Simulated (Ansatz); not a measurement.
# B2HSi: the cost of one run

Computed with Ansatz 0.2.0, Gaussian basis. Level: def2-QZVPP, core rule «outside noble gas», up to 7 orbitals frozen.

The runs, in order: UHF; ROHF; CCSD(T) on UHF.

2 further runs of the same task are left out: 2 set aside as unsound or not needed.

## Step 1: What is computed

The geometry is a PBE0/def2-TZVP stationary point (not a proven minimum) of the parent state, kept for this charge and spin.

4 atoms, charge 0, spin multiplicity 4.

Atoms are counted from 1 here; the program's logs count them from 0.

Bond lengths: B1–B2 1.556 Å, B1–Si3 1.803 Å, B2–Si3 2.031 Å, B2–H4 1.184 Å. Angles: B2–B1–Si3 74.0°, B1–B2–Si3 58.6°, B1–B2–H4 160.2°, Si3–B2–H4 141.2°, B1–Si3–B2 47.4°.

## Step 2: UHF

in.yaml

```yaml
crystal:
  periodic: [false, false, false]
  atoms:
    - {symbol: B, position_ang: [0.000000, -1.009164, 0.569007]}
    - {symbol: B, position_ang: [0.000000, 0.390881, 1.246852]}
    - {symbol: Si, position_ang: [0.000000, 0.194266, -0.774114]}
    - {symbol: H, position_ang: [0.000000, 1.218527, 2.093499]}
basis:
  gaussian: {orbitals: "def2-QZVPP.json"}
magnetization: {spin_polarized: true, initial_magnetization: 3}
hamiltonian: {xc: hf}
output: {orbitals: {seedname: orbitals}}
```

On the command line:

```
$ ansatz run in.yaml --threads 1 --pin off --events-out ev --progress --plain --max-ram 2393MiB
```

**Question.** How long does this run take on 1 thread of Arm Neoverse V2, shared host, and how much memory does it need?

About 47 s, with a peak of 0.51 GiB.
